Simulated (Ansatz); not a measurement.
C$_{4}$H$_{4}$, SMILES `C=C=C=C`, relaxed with RKS PBE0-D4/def2-TZVP in Ansatz 0.2.0 from a PBE-D4/def2-SVP geometry. The force threshold is 0.005 eV/Å; the program also tests the step.

Total charge 0; spin multiplicity 1.

Start:

```xyz
8

C     0.719   -1.760    0.514
C     0.233   -0.575    0.159
C    -0.235    0.569   -0.176
C    -0.720    1.759   -0.515
H     0.615   -2.648   -0.133
H     1.247   -1.900    1.473
H    -1.254    1.919   -1.468
H    -0.607    2.635    0.146
```

```json
{"step": "1", "energy (eV)": "-4206.5979", "largest force (eV/Å)": "0.525", "largest move (Å)": "0.000"}
{"step": "2", "energy (eV)": "-4206.6537", "largest force (eV/Å)": "0.153", "largest move (Å)": "0.040"}
{"step": "3", "energy (eV)": "-4206.6565", "largest force (eV/Å)": "0.051", "largest move (Å)": "0.011"}
{"step": "4", "energy (eV)": "-4206.6570", "largest force (eV/Å)": "0.011", "largest move (Å)": "0.008"}
{"step": "5", "energy (eV)": "-4206.6570", "largest force (eV/Å)": "0.002", "largest move (Å)": "0.001"}
```

End:

```xyz
8

C     0.710   -1.735    0.507
C     0.231   -0.565    0.165
C    -0.231    0.565   -0.165
C    -0.710    1.735   -0.507
H     0.600   -2.600   -0.139
H     1.231   -1.878    1.449
H    -1.231    1.878   -1.449
H    -0.600    2.600    0.140
```

Run time 11 s (2 threads of an Arm Neoverse V2 on a shared host); peak host memory 0.25 GiB.
